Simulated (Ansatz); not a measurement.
The inner images of a band of BClH2O + H2 (7 atoms, charge 0, multiplicity 1) are given out of order.

All numbers below come from RKS PBE-D4/6-31G* (Ansatz).

First end point:

```xyz
7
Properties=species:S:1:pos:R:3
B -0.240 -0.728 -0.008
Cl -0.008 -1.452 1.603
O 0.790 -0.164 -0.683
H 1.631 -0.211 -0.180
H -1.328 -0.739 -0.506
H 0.523 2.240 0.568
H 0.470 2.774 1.093
```

Last end point:

```xyz
7
Properties=species:S:1:pos:R:3
B -0.443 0.487 -0.687
Cl 1.450 0.476 3.035
O 0.521 -0.118 0.076
H 0.944 -0.883 -0.364
H -0.692 0.065 -1.791
H -0.990 1.431 -0.182
H 1.047 0.261 1.799
```

**Question.** Put them in order from the first end to the last, with their energies above the first end.
A.
```xyz
7
Properties=species:S:1:pos:R:3
B -0.305 0.462 -0.553
Cl 0.683 0.355 2.975
O 0.974 0.046 -0.296
H 1.158 -0.841 -0.667
H -1.069 -0.238 -1.171
H -0.588 1.541 -0.105
H 0.986 0.393 1.704
```
B.
```xyz
7
Properties=species:S:1:pos:R:3
B -0.112 -0.537 0.009
Cl 0.098 -1.048 1.706
O 0.938 -0.425 -0.838
H 1.792 -0.642 -0.408
H -1.213 -0.291 -0.393
H 0.270 2.428 0.558
H 0.065 2.233 1.254
```
C.
```xyz
7
Properties=species:S:1:pos:R:3
B -0.056 0.359 -0.458
Cl 0.337 0.206 2.968
O 1.221 -0.011 -0.734
H 1.259 -0.897 -1.147
H -1.006 -0.339 -0.720
H -0.176 1.445 0.069
H 0.259 0.958 1.907
```
D.
```xyz
7
Properties=species:S:1:pos:R:3
B 0.079 0.240 0.028
Cl 0.054 -0.184 2.192
O 1.321 0.052 -0.517
H 1.379 -0.819 -0.952
H -0.975 -0.205 -0.327
H -0.056 1.531 0.282
H 0.035 1.103 1.180
```
E.
```xyz
7
Properties=species:S:1:pos:R:3
B -0.009 -0.168 0.119
Cl 0.122 -0.661 1.868
O 1.021 -0.159 -0.763
H 1.769 -0.741 -0.564
H -1.106 0.012 -0.314
H 0.006 1.874 0.426
H 0.034 1.562 1.114
```

**Answer.** B (+0.02 eV), E (+0.53 eV), D (+1.66 eV), C (+0.98 eV), A (+0.89 eV).

The run took 2.2 min on 1 thread of Arm Neoverse V1, on a shared host, peak memory 0.1 GiB.
